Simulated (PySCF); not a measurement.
Geometries of 4 isomers of C4H5NO, from PBE0-D3(BJ)/def2-SVP geometry optimisation, gas phase in PySCF. One conformer each, no zero-point energy, no frequencies.

Question: Which is lowest in electronic energy at this level?
A.
```xyz
11
angstrom
N      2.941   -0.667    0.681
C      1.983   -0.167    0.265
C      0.760    0.439   -0.243
C     -0.488   -0.327    0.179
C     -1.748    0.301   -0.347
O     -1.772    1.292   -1.024
H      0.703    1.481    0.108
H      0.816    0.498   -1.341
H     -0.458   -1.375   -0.166
H     -0.571   -0.393    1.279
H     -2.693   -0.228   -0.060
```
B.
```xyz
11
angstrom
O      1.450   -0.044   -1.795
C      1.896   -0.204   -0.693
N      1.172   -0.171    0.480
C     -0.170    0.055    0.558
C     -1.256    0.183    1.266
C     -1.390    0.337   -0.232
H      2.975   -0.404   -0.488
H      1.675   -0.328    1.347
H     -1.772    0.189    2.220
H     -1.839   -0.468   -0.836
H     -1.524    1.336   -0.678
```
C.
```xyz
11
angstrom
O     -2.144   -0.962   -1.297
C     -2.044   -0.187   -0.374
N     -0.880    0.209    0.200
C      0.410   -0.256   -0.230
C      1.606    0.619   -0.095
C      1.527   -0.375    0.745
H     -2.930    0.293    0.110
H     -0.921    0.865    0.971
H      0.282   -0.954   -1.067
H      2.129    1.501   -0.457
H      1.938   -0.923    1.592
```
D.
```xyz
11
angstrom
C     -1.017   -1.047   -0.410
C     -0.286    0.191    0.129
C     -0.537    1.369   -0.696
N     -0.709    2.297   -1.365
C      1.212   -0.104    0.195
O      1.750   -0.488    1.192
H     -0.650   -1.318   -1.411
H     -2.096   -0.854   -0.482
H     -0.852   -1.895    0.269
H     -0.614    0.401    1.160
H      1.763    0.021   -0.772
```

Answer: A. That is `N#CCCC=O`, 4.0 kcal/mol below the next.

```
        SMILES                  atoms numbered as above      E (Eh)  relative (kcal/mol)  relative (kJ/mol)  dipole (D)
      N#CCCC=O    [N:1]#[C:2][CH2:3][CH2:4][CH:5]=[O:6]  -284.84677                  0.0                0.0        2.97
C[C@H](C#N)C=O  [CH3:1][C@H:2]([C:3]#[N:4])[CH:5]=[O:6]  -284.84042                  4.0               16.7        2.70
    O=CNC1=CC1  [O:1]=[CH:2][NH:3][C:4]1=[CH:5][CH2:6]1  -284.79722                 31.1              130.1        3.70
    O=CNC1C=C1  [O:1]=[CH:2][NH:3][CH:4]1[CH:5]=[CH:6]1  -284.79525                 32.3              135.2        4.26
```

As drawn, the lowest has a C≡N group, which the highest lacks; the highest has a three-membered ring, an N–H bond and a C(=O)–N unit, which the lowest lacks.
